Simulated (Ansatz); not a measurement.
The parent structure is MgO in the rock salt structure (space group Fm-3m, No. 225).

Space group Fm-3m (No. 225); a = 4.214 Å, b = 4.214 Å, c = 4.214 Å, α = 90.00°, β = 90.00°, γ = 90.00°

```tsv
atom	site	symmetry	x	y	z
O	4a	m-3m	0.0000	0.0000	0.0000
Mg	4b	m-3m	0.5000	0.5000	0.5000
```
(The calculation used a cell of 2 atoms; values per cell refer to that cell.)

Levels (all Ansatz, an electronic-structure program, PAW): PBEsol (420 eV, no spin-orbit coupling); r2SCAN (500 eV, scalar-relativistic without spin-orbit coupling); HSE06 (420 eV, scalar-relativistic without spin-orbit coupling).

Levels that relaxed their own cell: PBEsol.

| level | band gap | lattice parameter a |
|---|---|---|
| PBEsol | 4.62 eV | 4.214 Å |
| r2SCAN | 5.61 eV | – |
| HSE06 | 6.47 eV | – |

Question: What does experiment give, and how far off is each level?

Answer: Measured: band gap 8.36 eV (static lattice; corrected from measurement; as listed in Wei Chen et al., Physical Review Materials (2018)); lattice parameter a 4.189 Å (static lattice; corrected from measurement; as listed in Daniel Mejia-Rodriguez, S. B. Trickey, Phys. Rev. B (2018)). Computed minus measured — band gap: PBEsol -3.74 eV, r2SCAN -2.75 eV, HSE06 -1.89 eV (closest: HSE06); lattice parameter a: PBEsol +0.6 %. A measured gap can be an optical one, lowered by exciton binding.

Single points use the geometry relaxed with PBEsol. No phonon test of stability was made.
